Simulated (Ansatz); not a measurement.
# CCl₄: small, medium and large basis sets

One table from this session's results is given with a row withheld; the runs are named, their logs left out.

Program: Ansatz 0.2.0, Gaussian basis. Level of theory: one geometry, several basis sets. These are calculated values, not measurements.

Plan: PBE0-D4/def2-SVP; ωB97M-V/def2-SVP; PBE0-D4/def2-QZVPP; ωB97M-V/def2-QZVPP; the functionals' def2-TZVPP values are taken from earlier runs.

## The relaxed structure

All runs share one geometry, relaxed beforehand with PBE0-D4 in a triple-zeta def2 set.

5 atoms, charge 0, spin multiplicity 1.

Atoms are counted from 1 here; the program's logs count them from 0.

Bond lengths: C1–Cl2 1.763 Å, C1–Cl3 1.763 Å, C1–Cl4 1.763 Å, C1–Cl5 1.763 Å. Angles: Cl2–C1–Cl3 109.5°, Cl2–C1–Cl4 109.5°, Cl2–C1–Cl5 109.5°, Cl3–C1–Cl4 109.5°, Cl3–C1–Cl5 109.5°, Cl4–C1–Cl5 109.5°.

The first run:

The input, in.yaml:

```yaml
crystal:
  periodic: [false, false, false]
  atoms:
    - {symbol: C, position_ang: [0.000000, 0.000000, -0.000000]}
    - {symbol: Cl, position_ang: [1.017783, 1.017783, 1.017783]}
    - {symbol: Cl, position_ang: [-1.017783, -1.017783, 1.017783]}
    - {symbol: Cl, position_ang: [-1.017783, 1.017783, -1.017783]}
    - {symbol: Cl, position_ang: [1.017783, -1.017783, -1.017783]}
basis:
  gaussian: {orbitals: def2-SVP}
hamiltonian: {xc: pbe0, dispersion: d4}
output: {orbitals: {seedname: orbitals}}
```

Launch:

```sh
> ansatz run in.yaml --threads 4 --pin off --events-out ev --progress --plain --max-ram 10444MiB
```

Among the steps run: PBE0-D4 in def2-SVP; ωB97M-V in def2-SVP; PBE0-D4 in def2-QZVPP; ωB97M-V in def2-QZVPP.

One table of the session follows, with a row left open; its other results are not shown here.

It belongs to the step «Density functionals: the series». 

```
functional       basis  HOMO (eV)
   PBE0-D4    def2-SVP      -8.93
   PBE0-D4  def2-TZVPP      -9.06
   PBE0-D4  def2-QZVPP      -9.10
   ωB97M-V    def2-SVP     -11.13
   ωB97M-V  def2-TZVPP     -11.32
   ωB97M-V  def2-QZVPP          ?
```

**Question.** Estimate the row for ωB97M-V, def2-QZVPP.

The run gave: HOMO (eV): -11.37. In the column «HOMO (eV)» it is the lowest.
